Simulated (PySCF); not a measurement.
Simulated outer-valence photoelectron spectrum of ozone, `O=[O+][O-]`. The calculation used EOM-IP-CCSD/aug-cc-pVTZ in PySCF, restricted Hartree–Fock reference, frozen core, non-relativistic, gas phase, PBE0-D3(BJ)/def2-SVP geometry.

Each root has a Gaussian of 0.8 eV full width with its one-hole share as area; cross sections and vibrations are left out, and the highest printed point is 100.

```csv
ionisation energy (eV),intensity
11.6,0
11.7,0
11.8,1
11.9,2
12.0,4
12.1,8
12.2,14
12.3,23
12.4,36
12.5,50
12.6,66
12.7,80
12.8,92
12.9,98
13.0,100
13.1,97
13.2,92
13.3,86
13.4,80
13.5,74
13.6,68
13.7,60
13.8,51
13.9,41
14.0,31
14.1,21
14.2,14
14.3,8
14.4,4
14.5,2
14.6,1
14.7,0
14.8,0
```

Problem. Where are the maxima, and how many lines lie under the curve?

Solution. 1 maxima, at 13.0 eV, from 3 lines. At this width some lines have no maximum of their own.

Problem. List the lines with their holes.

Solution. 
```tsv
E (eV)	leading hole (HF orbital)	area	Koopmans (eV)
12.78	HOMO-1	0.94	14.85
13.06	HOMO-2	0.94	15.38
13.64	HOMO	0.94	13.41
```

The widest gap, 0.58 eV, lies between 13.06 and 13.64 eV. Only orbitals with −ε under 21 eV, eight at most, were ionised, so the high end of the curve may lack lines.

On one thread, Arm Neoverse N1, shared host, this took 23 min.
